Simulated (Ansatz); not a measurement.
The input, for Ansatz 0.2.0:

```yaml
crystal:
  periodic: [false, false, false]
  atoms:
    - {symbol: Be, position_ang: [0.000000, -0.072336, 2.163036]}
    - {symbol: Mg, position_ang: [0.000000, -0.041546, -0.742281]}
    - {symbol: H, position_ang: [0.000000, 1.185452, 1.165879]}
    - {symbol: H, position_ang: [0.000000, 0.463148, -2.606963]}
basis:
  gaussian: {orbitals: STO-3G}
magnetization: {spin_polarized: false, initial_magnetization: 2}
correlation: {method: sc_nevpt2, electrons: outside_noble_gas, active_space: {window: {electrons: 4, orbitals: 4}, states: [{multiplicity: 3, irrep: 12, weights: [1]}]}}
scf: {lower_state_search: full}
```

```sh
$ ansatz run in.yaml --threads 1 --pin off --events-out ev --progress --plain --max-ram 2393MiB
```

Q: One thing in this input was set wrong on purpose, beside settings that are merely unusual. What is the gravest fault, and what does the program do?

A: Irrep not in the group. How the run ends: stopped by an error.
```
the irreps are read with x along [0.000, 1.000, 0.000], y along [0.000, 0.000, 1.000] and z along [1.000, 0.000, 0.000] of the geometry given
249 factors; integrals over basis functions are off by at most 2.6e-8 eV
mean field evaluation 1: about -5780.0549 eV, gradient 9.6e0 eV
mean field evaluation 2: about -5780.0749 eV, gradient 9.6e0 eV
mean field evaluation 4: about -5782.2399 eV, gradient 2.9e0 eV
mean field evaluation 8: about -5782.5540 eV, gradient 9.1e-2 eV
mean field evaluation 16: about -5782.5485 eV, gradient 2.4e-1 eV
mean field evaluation 32: about -5782.5614 eV, gradient 1.1e-2 eV
mean field -5782.54882749 eV, -212.5047498579 hartree, gradient 7.6e-6 eV, S^2 2.000000; 4 other end points of the search recorded, 0 dependent functions left out
reference -5782.54882749 eV, -212.5047498579 hartree; 10, 8 occupied and 6, 8 virtual orbitals, 249 factors
Error: the irrep 12 is not accepted for these orbitals, which take A', A'', or 1 to 2
```
